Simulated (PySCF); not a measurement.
Structure problem from calculated spectra and properties.

Formula: C3H4N2S.

| Quantity | Value |
| --- | --- |
| 1H NMR | chemical shifts (computed TMS as zero) by class: 7.25 (1 H), 6.49 (1 H), 4.44 (2 H) ppm [GIAO B97-2/pcSseg-2] |
| Rotational structure | rotational constants A, B, C: 5.434, 3.442, 2.110 GHz [PBE0-D3(BJ)/def2-TZVP] |
| Dipole | 1.72 D [B97-2/pcSseg-2] |
| NMR, other nuclei | isotropic shieldings of nuclei other than C and H, by class: -31 (1 N), 183 (1 N), 315 (1 S) ppm [GIAO B97-2/pcSseg-2] |
| 13C NMR | chemical shifts (computed TMS as zero) by class: 175.5 (1 C), 147.0 (1 C), 113.4 (1 C) ppm [GIAO B97-2/pcSseg-2] |

Electronic properties: PySCF, gas phase, density fitting. Levels stand in brackets. Isolated species at its PBE0-D3(BJ)/def2-TZVP geometry, gas phase. NMR classes are plain means over equivalent atoms (diastereotopic ones count apart unless rotation or inversion swaps them), as if these changed places fast.

Question: Give a SMILES that accounts for the data.

Answer: Numbering: `[NH2:1][c:2]1[n:3][cH:4][cH:5][s:6]1`. Its formula, C3H4N2S, gives 3 degrees of unsaturation: 1 ring and 2 π bonds in the structure found (Kekulé form). 3 carbons fall into 3 classes; from least to most shielded: aromatic carbon bearing nitrogen [C2] (175.5 ppm), aromatic CH next to a ring nitrogen [C4] (147.0 ppm), aromatic CH next to a ring sulfur [C5] (113.4 ppm). Hydrogen classes from least to most shielded: 1 H on an aromatic CH next to a ring nitrogen, C4 (7.25 ppm), 1 H on an aromatic CH next to a ring sulfur, C5 (6.49 ppm), 2 H on an aniline-type nitrogen, N1 (4.44 ppm, a mean of values up to 0.6 ppm apart in this geometry). The other shieldings belong to: -31 ppm, pyridine-type nitrogen [N3]; 183 ppm, aniline-type nitrogen [N1]; 315 ppm, thiophene-type sulfur [S6]. By its constants the optimised geometry is an asymmetric top. Structure: `NC1=NC=CS1`. The assignments are read from this structure; whether some other isomer fits the data as well wasn't checked.

Shape of the structure used: `[NH2:1][c:2]1[n:3][cH:4][cH:5][s:6]1`: H–N1–C2–N3 154°, H–N1–C2–N3 17°.
